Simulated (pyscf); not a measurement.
H₃Si–SiH₃ + F–C•(F)–F → F–C(F)(F)–SiH₃ + SiH₃• (substitution at Si; doublet surface; Si–Si broken, C–Si formed). Single points on ωB97X-D3(BJ)/def2-SVP structures (PySCF, gas phase). Rate constants from transition-state theory, ωB97M-D3(BJ)/def2-TZVP energies (ideal gas, 1 atm, RRHO with modes under 100 cm⁻¹ raised to 100, one conformer, R ln 2 for chiral ones without a mode under 150 cm⁻¹; no tunnelling), k in cm³ molecule⁻¹ s⁻¹.

```csv
T (K),1000/T,log10 k
298,3.354,-19.20
600,1.667,-16.14
900,1.111,?
1200,0.833,-14.14
```

Question: Fit an Arrhenius line to the three values, give the activation energy, and predict k at 900 K.

Answer: Least squares gives log10 k = -12.63 − 1.98 × 1000/T, so Ea = 1.98 × ln 10 × 1.987 = 9.1 kcal/mol, against an electronic barrier of 6.5. At 900 K the line gives -14.83; the computed value is -14.88 (ΔG‡ = 38.1 kcal/mol), close to the line. This is the saddle that the search found; another between the same sides may lie lower. The angle at the attacked Si is 180°.
